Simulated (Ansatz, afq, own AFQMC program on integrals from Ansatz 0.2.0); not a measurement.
## CHAl, triplet: a scan with AFQMC

```xyz
3

Al    0.0000    0.0000    0.1051
C     0.0000    0.0000   -1.8111
H     0.0000    0.0000    1.7060
```

The Al1–C2 distance is changed with both sides rigid. Energies in kJ/mol count from this geometry (1.916 Å) at the same level; the start stands on UHF, each point on the determinant named.

Basis 6-31G. Noble-gas cores (and the filled d shells of Ga–Kr and In–Xe) are frozen. Ansatz 0.2.0 and our own AFQMC program on the same integrals; the CISD trial comes from CCSD amplitudes, and released means the phaseless constraint is let go. ± is one standard error of the sampling.

Cautions, each for one point or more: an unrestricted solution with more broken spin lies lower; lower spins were not checked; strong correlation; the determinant is a saddle point among determinants of its kind; the ph-AFQMC/CISD walk drifts between its halves; unrestricted determinant spin contaminated.

```tsv
r(Al1–C2) / Å	det.	T1	weight	⟨S²⟩	CCSD(T)	ph-AFQMC/CISD	FCI	CCSDT(Q)	CCSD	PBE
1.551	UHF†	0.065	0.84	2.36	155.0	154.0 ± 0.5	157.6	158.0	148.2	186.3
2.340	UHF	0.087	0.77	2.26	27.0	25.8 ± 0.6	25.3	24.9	26.4	40.7
3.075	UHF	0.026	0.89	2.01	114.8	115.1 ± 0.5	117.8	118.5	105.0	173.5
4.186	UHF	0.011	0.91	2.00	136.3	138.0 ± 0.5	142.0	142.5	124.0	241.8
6.371	UHF	0.010	0.91	2.00	141.2	143.0 ± 0.5	147.0	147.5	128.6	259.8
```

Weight is that of the determinant in the CISD state; at the start T1 is 0.064 and the weight 0.84, and ⟨S²⟩ is 2.11. A dagger marks points whose determinant fills other symmetries than the start's, so the wave-function levels may follow another state there, or a degenerate partner. Largest departures from full CI: CCSD(T) -5.8 kJ/mol at 6.371 (on UHF), ph-AFQMC/CISD -4.0 kJ/mol at 6.371 (on UHF), CCSDT(Q) 0.7 kJ/mol at 3.075 (on UHF), CCSD -18.4 kJ/mol at 6.371 (on UHF), PBE 112.8 kJ/mol at 6.371. Functionals count only at points shown to share the start's state and spin. In this small basis the wave-function levels are far from their limit, so their gap to the functionals isn't the functionals' error. In total energy ph-AFQMC/CISD lies 50 ± 5 meV above full CI at the start, so its agreement along the curve rests in part on cancellation.

Some points may be missing: those where a free walk finds a much lower state, and past Zn most of those on another determinant than at the start.

CCSDT and higher add their correlation energy to the determinant of the CCSD(T) run, since their own runs factorise the integrals more tightly (a shift of under 2 meV). A walk keeps the symmetry of its determinant, which the program's search chose and which needn't be the lowest solution, so a lower state of the same spin and another symmetry isn't excluded.
